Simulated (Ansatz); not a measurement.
**C₅H₁₂: a ladder of functionals and wavefunction methods**

Aim: compute C₅H₁₂ with functionals from several rungs and with coupled cluster. The yardstick is the atomisation energy at the CCSD(T) limit.

Computed with Ansatz 0.2.0, Gaussian basis. Level: functionals in def2-TZVPP, the program's frozen cores in correlated methods.

Plan: LDA (SPW92), PBE-D4, revPBE-D4, BLYP-D4, r2SCAN-D4, B97M-V, PBE0-D4, B3LYP-D4, r2SCANh-D4, r2SCAN0-D4, HSE06-D4, BHLYP-D4, CAM-B3LYP-D4, LC-ωPBE, ωB97X-V, ωB97M-V, B2PLYP, PBE-QIDH; CCSD(T)/def2-SVP; CCSD(T)/def2-TZVPP; MP2/def2-QZVPP; extrapolation to the limit; RPA on PBE.

## Step 1: The geometry

An earlier PBE0-D4 in a triple-zeta def2 set relaxation fixed the geometry.

SMILES `CCCCC`, 17 atoms, charge 0, spin multiplicity 1.

Atoms are counted from 1 here; the program's logs count them from 0.

Bond lengths: C1–C2 1.519 Å, C1–H6 1.092 Å, C1–H7 1.094 Å, C1–H8 1.094 Å, C2–C3 1.521 Å, C2–H9 1.095 Å, C2–H10 1.097 Å, C3–C4 1.523 Å, C3–H11 1.096 Å, C3–H12 1.098 Å, C4–C5 1.520 Å, C4–H13 1.095 Å, C4–H14 1.097 Å, C5–H15 1.092 Å, C5–H16 1.094 Å, C5–H17 1.092 Å. Angles: C2–C1–H6 111.7°, C2–C1–H7 111.1°, C2–C1–H8 111.1°, H6–C1–H7 107.7°, H6–C1–H8 107.7°, H7–C1–H8 107.4°, C1–C2–C3 112.7°, C1–C2–H9 109.3°, C1–C2–H10 109.6°, C3–C2–H9 109.9°, C3–C2–H10 109.0°, H9–C2–H10 106.1°, C2–C3–C4 114.5°, C2–C3–H11 108.6°, C2–C3–H12 109.2°, C4–C3–H11 109.0°, C4–C3–H12 109.2°, H11–C3–H12 105.9° and more.

## Step 2: LDA

This LDA is Slater exchange with PW92 correlation.

Input file in.yaml:

```yaml
crystal:
  periodic: [false, false, false]
  atoms:
    - {symbol: C, position_ang: [-0.346907, 0.370198, 2.363295]}
    - {symbol: C, position_ang: [0.309990, 0.295783, 0.995782]}
    - {symbol: C, position_ang: [-0.427895, -0.629133, 0.039861]}
    - {symbol: C, position_ang: [0.234257, -0.789080, -1.322543]}
    - {symbol: C, position_ang: [0.269392, 0.486754, -2.148759]}
    - {symbol: H, position_ang: [0.198222, 1.035229, 3.037151]}
    - {symbol: H, position_ang: [-0.391150, -0.616525, 2.833194]}
    - {symbol: H, position_ang: [-1.372438, 0.742842, 2.287025]}
    - {symbol: H, position_ang: [0.370771, 1.302021, 0.568831]}
    - {symbol: H, position_ang: [1.344722, -0.051970, 1.102174]}
    - {symbol: H, position_ang: [-0.521669, -1.615473, 0.509496]}
    - {symbol: H, position_ang: [-1.453322, -0.261818, -0.097104]}
    - {symbol: H, position_ang: [-0.297269, -1.564340, -1.884340]}
    - {symbol: H, position_ang: [1.255480, -1.163555, -1.183422]}
    - {symbol: H, position_ang: [0.868354, 1.265160, -1.670741]}
    - {symbol: H, position_ang: [-0.738636, 0.887340, -2.292569]}
    - {symbol: H, position_ang: [0.698086, 0.306560, -3.137330]}
basis:
  gaussian: {orbitals: def2-TZVPP}
hamiltonian: {xc: lda}
output: {orbitals: {seedname: orbitals}}
```

Command:

```
$ ansatz run in.yaml --threads 2 --pin off --events-out ev --progress --plain --max-ram 32768MiB --backend cuda --devices 0, --max-vram 18GiB
```

The runs that follow: PBE-D4 (GGA); revPBE-D4 (GGA); BLYP-D4 (GGA); r2SCAN-D4 (meta-GGA); B97M-V (meta-GGA); PBE0-D4 (hybrid); B3LYP-D4 (hybrid); r2SCANh-D4 (hybrid); r2SCAN0-D4 (hybrid); HSE06-D4 (hybrid); BHLYP-D4 (hybrid); CAM-B3LYP-D4 (range-separated); LC-ωPBE (range-separated); ωB97X-V (range-separated); ωB97M-V (range-separated); B2PLYP (double hybrid); PBE-QIDH (double hybrid); CCSD(T) in def2-SVP; CCSD(T) in def2-TZVPP; MP2 in def2-QZVPP; RPA on PBE orbitals.

Before running them: what should the planned runs give, taken together? Wanted: atomisation energy, CCSD(T)/CBS; farthest beyond LDA; mean size of error, GGA; mean size of error, meta-GGA; mean size of error, hybrid; mean size of error, range-separated; mean size of error, double hybrid; gap, smallest and largest; T1 diagnostic.

The runs gave:

| quantity | value |
| --- | --- |
| atomisation energy, CCSD(T)/CBS | 6674.0 kJ/mol |
| functionals within 33.4 kJ/mol (0.5 %) | revPBE-D4, r2SCAN-D4, B97M-V, B3LYP-D4, r2SCANh-D4, r2SCAN0-D4, LC-ωPBE, ωB97X-V, ωB97M-V, PBE-QIDH |
| farthest beyond LDA | BHLYP-D4 (-117.7 kJ/mol) |
| mean size of error, GGA | 56.2 kJ/mol |
| mean size of error, meta-GGA | 10.1 kJ/mol |
| mean size of error, hybrid | 41.9 kJ/mol |
| mean size of error, range-separated | 15.9 kJ/mol |
| mean size of error, double hybrid | 30.8 kJ/mol |
| gap, smallest and largest | 7.73 eV (LDA (SPW92)), 14.84 eV (LC-ωPBE) |
| T1 diagnostic | 0.0083 |
| triples share of the correlation energy | 3.6 % |

LDA overbinds by 839.8 kJ/mol (13 %). PBE-D4 misses by +97.3 kJ/mol. Double hybrids carry the basis error of their MP2 part in triple zeta, and no dispersion term here, so their miss is partly the set-up's. The rungs meta-GGA, range-separated, double hybrid miss on average by less than the doubt on the reference (33.4 kJ/mol), so they tie. Misses under about 33.4 kJ/mol are within the doubt on the reference itself, which lacks core-valence correlation, relativity and higher excitations. Hartree-Fock recovers 77 % of the binding; the rest is correlation. CCSD(T) in def2-SVP is off by -229.0 kJ/mol, worse than the median functional, from the basis alone. The gap grows from 7.7 to 14.8 eV across the functionals, mostly with the share of exact exchange.
